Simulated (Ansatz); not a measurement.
Results of r²SCAN in Ansatz (PAW) for rutile TiO₂.

Numerical settings: plane-wave cutoff 600 eV, 6×6×8 k mesh (along the axes of the cell as run), no spin polarisation, scalar-relativistic PAW data made under PBE.

Computed at the level's own relaxed cell.

Hill averages of the elastic tensor: K = 234.7 GPa, G = 119.7 GPa. Volume 10.401 Å³/atom, mean atomic mass 26.622 u.

Q: Work out the density, the sound velocities of a polycrystal and the elastic Debye temperature at this level.

A: ρ = 1.66054 × 26.622/10.401 = 4.250 g/cm³. v_l = √[(K + 4G/3)/ρ] = 9.632 km/s and v_t = √(G/ρ) = 5.307 km/s. The mean follows from 3/v_m³ = 1/v_l³ + 2/v_t³: v_m = 5.915 km/s. Θ_D = (ħ/k_B) v_m (6π²/V)^(1/3) = 76.38 K Å s/km × 5.915 × 1.7856 Å⁻¹ = 807 K, counting all atoms of the cell.

Ansatz is a first-principles code.
